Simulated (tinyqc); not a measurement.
Worked calculation: extended Hueckel theory, for BH+. The parameters take no account of the charge, which enters only through the electron count. One step of it, computed by the program tinyqc.

Problem. Wolfsberg-Helmholz matrix. H_ij = K' S_ij (H_ii + H_jj)/2 for i != j (the diagonal keeps H_ii), with K' = K + D^2 + D^4 (1 - K), D = (H_ii - H_jj)/(H_ii + H_jj), K = 2.

overlap S, order 1B 2s, 1B 2px, 1B 2py, 1B 2pz, 2H 1s:
$$\begin{pmatrix}
1.000000 & 0.000000 & 0.000000 & 0.000000 & 0.390402 \\
0.000000 & 1.000000 & 0.000000 & 0.000000 & 0.000000 \\
0.000000 & 0.000000 & 1.000000 & 0.000000 & 0.000000 \\
0.000000 & 0.000000 & 0.000000 & 1.000000 & 0.458559 \\
0.390402 & 0.000000 & 0.000000 & 0.458559 & 1.000000
\end{pmatrix}$$

diagonal H_ii (eV): 1B 2s -15.200000, 1B 2px -8.500000, 1B 2py -8.500000, 1B 2pz -8.500000, 2H 1s -13.600000

K = 2.000000

Give: H.

Solution.

H (eV), order 1B 2s, 1B 2px, 1B 2py, 1B 2pz, 2H 1s:
$$\begin{pmatrix}
-15.2000 & 0.0000 & 0.0000 & 0.0000 & -11.2609 \\
0.0000 & -8.5000 & 0.0000 & 0.0000 & 0.0000 \\
0.0000 & 0.0000 & -8.5000 & 0.0000 & 0.0000 \\
0.0000 & 0.0000 & 0.0000 & -8.5000 & -10.3896 \\
-11.2609 & 0.0000 & 0.0000 & -10.3896 & -13.6000
\end{pmatrix}$$
